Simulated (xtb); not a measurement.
BeH, SMILES [BeH+], charge +1. All values are semi-empirical tight-binding results from xtb (GFN2-xTB unless named), good for trends rather than for accurate numbers. Geometry optimised at GFN2-xTB. The multiplicity is an assumed one; other spin states were not compared.

For metal compounds this method's bond lengths and energies can be far off.

### Question
Estimate the properties. (Estimate from the structure and the level; the computed values follow.)

### Answer

The point group as xtb finds it is C∞v and the orbital gap is 3.87 eV.

Computed IR lines (harmonic; lines under 4 % of the strongest left out, lines within 3 cm⁻¹ merged):
ν (cm⁻¹): 1449 (vs) (against the strongest line: vs over 80 %, s over 45 %, m over 15 %, w over 4 %, vw less)
